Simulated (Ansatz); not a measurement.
Input file:

```yaml
crystal:
  periodic: [false, false, false]
  atoms:
    - {symbol: Al, position_ang: [0.000000, 0.000000, 1.740252]}
    - {symbol: As, position_ang: [0.000000, 0.000000, -0.694906]}
    - {symbol: H, position_ang: [0.000000, 1.375836, 2.534270]}
    - {symbol: H, position_ang: [0.000000, -1.375836, 2.534270]}
basis:
  gaussian: {orbitals: cc-pVDZ}
total_charge: 1
magnetization: {spin_polarized: false, initial_magnetization: 1}
correlation: {method: ccsdt_q, electrons: outside_noble_gas}
```

```sh
$ ansatz run in.yaml --threads 1 --pin off --events-out ev --progress --plain --max-ram 3968MiB --backend cpu
```

(1) Roughly how long does this take on 1 thread of AMD EPYC 7R13, shared host, and how much host memory?

```
1047 factors; integrals over basis functions are off by at most 1.5e-7 eV
mean field evaluation 1: about -67399.5369 eV, gradient 1.0e1 eV
mean field evaluation 2: about -67399.5386 eV, gradient 1.0e1 eV
mean field evaluation 4: about -67400.3691 eV, gradient 1.1e0 eV
mean field evaluation 8: about -67400.3809 eV, gradient 3.5e-3 eV
mean field evaluation 16: about -67399.8399 eV, gradient 4.6e0 eV
mean field evaluation 32: about -67400.3809 eV, gradient 3.2e-2 eV
mean field evaluation 64: about -67400.1146 eV, gradient 8.5e-4 eV
mean field evaluation 96: about -67396.7843 eV, gradient 1.4e-3 eV
mean field evaluation 128: about -67396.6896 eV, gradient 2.1e-3 eV
mean field evaluation 160: about -67396.6792 eV, gradient 4.9e0 eV
...
cycle  13  -4.50068141 eV  change   -2.2e-4 eV  update   1.3e-4
cycle  14  -4.50075784 eV  change   -7.6e-5 eV  update   6.8e-5
cycle  15  -4.50071941 eV  change    3.8e-5 eV  update   4.2e-5
cycle  16  -4.50067613 eV  change    4.3e-5 eV  update   2.6e-5
cycle  17  -4.50067320 eV  change    2.9e-6 eV  update   1.5e-5
cycle  18  -4.50067504 eV  change   -1.8e-6 eV  update   9.4e-6
cycle  19  -4.50068614 eV  change   -1.1e-5 eV  update   5.7e-6
cycle  20  -4.50068903 eV  change   -2.9e-6 eV  update   2.8e-6
cycle  21  -4.50068879 eV  change    2.5e-7 eV  update   1.5e-6
cycle  22  -4.50068830 eV  change    4.8e-7 eV  update   9.4e-7
perturbative correction -0.00644132 eV, -0.0002367142 hartree
Total energy: -67404.88798464 eV, -2477.0839447615 hartree
```

For the same geometry and basis RCCSDTQ lies 1.4 meV lower.

Results:

(1) 26 s wall and 0.28 GiB.
